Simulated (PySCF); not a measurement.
trifluoromethane (CHF₃), SMILES FC(F)F. Geometry optimised at PBE0-D3(BJ)/def2-TZVP.

Computed equilibrium geometry at PBE0-D3(BJ)/def2-TZVP (PySCF confirms it by a frequency run) as Cartesian coordinates in Å, and its point group:
point group C3v.
```xyz
5

F      1.0807     0.6239    -0.1277
C      0.0000     0.0000     0.3364
F      0.0000    -1.2479    -0.1277
F     -1.0807     0.6239    -0.1277
H      0.0000     0.0000     1.4290
```
